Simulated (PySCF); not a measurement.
Species: C3H3NS.
SMILES with atom numbers: `[cH:1]1[cH:2][s:3][cH:4][n:5]1` (hydrogens: H6 on C1; H7 on C2; H8 on C4)

Method: BHandHLYP/def2-SVP geometry optimisation, gas phase (PySCF).

**Question.** What internal coordinates does the optimisation give?

**Answer.** 
| bond | length (Å) |
| --- | --- |
| C1–C2 | 1.358 |
| C2–S3 | 1.717 |
| S3–C4 | 1.725 |
| C4–N5 | 1.286 |
| C1–N5 | 1.364 |
| C1–H6 | 1.083 |
| C2–H7 | 1.080 |
| C4–H8 | 1.085 |

A selection of angles:
| angle | degrees |
| --- | --- |
| C2–C1–N5 | 115.6 |
| C2–C1–H6 | 124.8 |
| N5–C1–H6 | 119.6 |
| C1–C2–S3 | 109.6 |
| C1–C2–H7 | 128.4 |
| S3–C2–H7 | 122.0 |
| C2–S3–C4 | 88.9 |
| S3–C4–N5 | 115.1 |
| S3–C4–H8 | 120.8 |
| N5–C4–H8 | 124.1 |
| C1–N5–C4 | 110.9 |

N5 (pyridine-type nitrogen) is bent (angle 110.9°). The 5 heavy atoms lie in one plane (0.000 Å rms). The 5-membered ring C1–C2–S3–C4–N5 has internal angles of 88.9° to 115.6°; it is planar, 0.00 Å rms from its mean plane, widest ring torsion 0°. The C–N distances run from 1.286 Å (C4–N5, aromatic) to 1.364 Å (C1–N5, aromatic), a spread of 0.078 Å.

Point group: Cs (every atom within 0.08 Å of its image). Not checked by BHandHLYP/def2-SVP frequencies.

The run took 18 s wall on one thread, Arm Neoverse V1 (aarch64), shared host with 32 logical CPUs at a one-minute load of 22, and the process peaked at 0.46 GiB of memory. This is the geometry optimisation.
